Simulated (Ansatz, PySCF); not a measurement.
Reaction: C2H7N (ethanamine, SMILES CCN) → C2H5 (SMILES [CH2]C, doublet) + NH2 (SMILES [NH2], doublet) (the C-N bond breaks)
Each species at its own B3LYP-D3(BJ)/def2-TZVP minimum (Ansatz, a quantum-chemistry and plane-wave program), one conformer.

Property: bond dissociation energy (enthalpy at 298 K, ideal-gas terms from PySCF's Hessians at B3LYP-D3(BJ)/def2-TZVP), in kcal/mol. Open shells are spin-unrestricted; no spin-orbit coupling. CBS(X,Y): correlation extrapolated as X^-3, Hartree-Fock from the larger set. A bracket is a step between two methods taken in the basis named. Functionals run without relativity, which enters their misses. Double hybrids freeze cores in their MP2 part. 'core' is core correlation in cc-pwCVTZ, 'X2C' scalar relativity in cc-pVTZ-DK, both at CCSD(T).

From measured enthalpies of formation at 298 K: 85.3 kcal/mol (G2/97 table in ASE (Curtiss et al.)). The calculations leave out spin-orbit terms.

Q: How far off this value is PBE/def2-TZVPD (Ansatz), in which direction, and which of these levels come nearer: r2SCAN/def2-TZVPD, B3LYP/def2-TZVPD, wB97M-V/def2-TZVPD, B2PLYP/def2-TZVPD, CCSD(T)/CBS(cc-pVTZ,cc-pVQZ) + core + X2C?

A: PBE gives 83.6 kcal/mol, 1.7 kcal/mol below it. Errors of the others: r2SCAN/def2-TZVPD (Ansatz) -8.7; B3LYP/def2-TZVPD (Ansatz) -7.4; wB97M-V/def2-TZVPD (Ansatz) 0.1; B2PLYP/def2-TZVPD (Ansatz) -4.1; CCSD(T)/CBS(cc-pVTZ,cc-pVQZ) + core + X2C (Ansatz) 0.3; CCSD(T)/CBS(cc-pVTZ,cc-pVQZ) + [CCSDT(Q) - CCSD(T)]/cc-pVDZ + core + X2C (Ansatz) 0.2 kcal/mol. Nearer than PBE: wB97M-V/def2-TZVPD, CCSD(T)/CBS(cc-pVTZ,cc-pVQZ) + core + X2C, CCSD(T)/CBS(cc-pVTZ,cc-pVQZ) + [CCSDT(Q) - CCSD(T)]/cc-pVDZ + core + X2C.
